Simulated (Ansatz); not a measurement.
**SiO2 (silicon dioxide molecule): the energy, rung by rung**

SiO2: 3 atoms, total charge 0, spin state singlet. SMILES: `O=[Si]=O`. Geometry: relaxed at PBE0-D4/def2-TZVP.

```xyz
3

O     0.6977    1.2296    0.5188
Si    0.0000    0.0000    0.0000
O    -0.6977   -1.2296   -0.5188
```

Each level gives the energy change with the O1–Si2 bond stretched from 1.506 to 1.882 Å (eV). The values are calculated.

| level | kind | program | value (eV) |
| --- | --- | --- | --- |
| HF/STO-3G (restricted) | Hartree–Fock | Ansatz | 0.80 |
| PBE/STO-3G (restricted) | GGA | Ansatz | 1.02 |
| r2SCAN/STO-3G (restricted) | meta-GGA | Ansatz | 1.22 |
| B3LYP/STO-3G (restricted) | global hybrid | Ansatz | 1.14 |
| CAM-B3LYP/STO-3G (restricted) | range-separated hybrid | Ansatz | 1.30 |
| wB97X/STO-3G (restricted) | range-separated hybrid | Ansatz | 1.32 |
| B2PLYP/STO-3G (restricted) | double hybrid | Ansatz | 1.33 |
| RPA@PBE/STO-3G (restricted) | RPA | Ansatz | 0.73 |
| MP2/STO-3G (restricted) | perturbation theory | Ansatz | 1.68 |
| BCCD(T)/STO-3G (restricted) | coupled cluster or CI | Ansatz | 1.08 |

The first shape isn't each level's own minimum. The values span 0.73 to 1.68 eV. All rows use very small basis sets, so none should be taken for the real molecule's value.
